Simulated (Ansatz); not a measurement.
# Gadolinium, hcp under revPBE: ground state and equation of state

Aim: take gadolinium in the hcp structure, relax it, solve it on a dense k-mesh, switch on spin-orbit coupling, then scale the cell to 7 volumes from 88 to 112 % of the relaxed one and try a fit of the equation of state. The start is ferromagnetic. The k-meshes are 10×10×6 for the relaxation; 13×13×7 for the dense run; 10×10×6 for spin-orbit coupling; 13×13×7 for the volumes. The starting cell is the deposited one, from the Crystallography Open Database.

Method: DFT revPBE, plane waves (420 eV) with PAW, scalar-relativistic; PBE-made PAW files, in Ansatz 0.2.0.

### Step 1. Starting point

It takes space group P6_3/mmc (No. 194, hexagonal). The conventional cell has a = 3.636 Å, b = 3.636 Å, c = 5.783 Å, α = 90.00°, β = 90.00°, γ = 120.00°. Gd (site symmetry -6m2) is surrounded by 12 Gd at 3.57 to 3.64 Å.

Coordinates:

```xyz
2
Lattice="3.6360 0.0000 0.0000 -1.8180 3.1489 0.0000 0.0000 0.0000 5.7826" Properties=species:S:1:pos:R:3 pbc="T T T"
Gd    0.0000    2.0992    1.4457
Gd    1.8180    1.0496    4.3369
```

Starting moments (μB): +7 ×2.

### Step 2. Geometry optimisation

input.yaml reads:

```yaml
crystal:
  lattice:
    - [3.6360007066, 0.0, 0.0]
    - [-1.8180003533, 3.1488689801, 0.0]
    - [0.0, 0.0, 5.7826]
  atoms:
    - { symbol: Gd, position: [0.3333333333, 0.6666666667, 0.25], spin: 7.0 }
    - { symbol: Gd, position: [0.6666666667, 0.3333333333, 0.75], spin: 7.0 }
hamiltonian:
  xc: revpbe
  pseudopotentials:
    kind: paw
    azcp:
      Gd: "pseudopotentials/Gd.paw.azcp"
basis:
  ecutwfc: 420
  fft_grid_basis: typed
kpoints:
  mp_grid: { grid: [10, 10, 6], shift: [0, 0, 0] }
magnetization:
  spin_polarized: true
scf:
  occupations: { method: fermi_dirac, width: 0.05 }
relax:
  max_steps: 60
  f_tol: 0.01
  cell: {}
```

After this run come: Single point on a dense mesh; A two-component run at the same geometry; Volume × 0.88; Volume × 0.92; Volume × 0.96; Volume × 1.0; Volume × 1.04; Volume × 1.08; Volume × 1.12.

**Question.** What will these runs give? Wanted: space group; conventional cell; volume; shortest distance; gap on the mesh; magnetic state; magnetic state with spin-orbit coupling; V₀, B₀, B₀′.

The runs gave:

```
                               quantity                                   value
         space group (spins left aside)                      P6_3/mmc (No. 194)
                      conventional cell  a = 3.692 Å, c = 5.910 Å (c/a = 1.601)
                                 volume                          34.881 Å³/atom
                      shortest distance                                 3.643 Å
            against the measured volume                 +5.4 % (33.103 Å³/atom)
                        gap on the mesh            none (levels filled in part)
                         magnetic state   ferromagnetic, up to 7.39 μB per atom
magnetic state with spin-orbit coupling   ferromagnetic, up to 6.80 μB per atom
                            V₀, B₀, B₀′             34.851 Å³/atom, 32 GPa, 3.3
```

The volume comes out 5.4 % larger than measured. Here the f count, and with it the valence, sets the volume; a miss of this size can come from that alone. Zero-point motion and any thermal expansion in the deposited cell, which the calculation lacks, would widen the miss. The final state is ferromagnetic (largest moment 7.39 μB). Levels at the Fermi energy are filled in part, as in a metal. The largest spin moment is 6.80 μB in the spin-orbit run and 7.39 μB without; mesh and site projection of the two kinds of run can differ, so the change can't be laid on spin-orbit coupling. The total energy of the spin-orbit run lies -10.1 eV/atom from the scalar one, but the two kinds of run don't share a zero of energy: only differences within one kind count. B₀ comes out at 32 GPa; letting shape and positions relax at each volume could only lower it. With an open f shell the SCF can settle in more than one state, and the one found may not be the lowest.
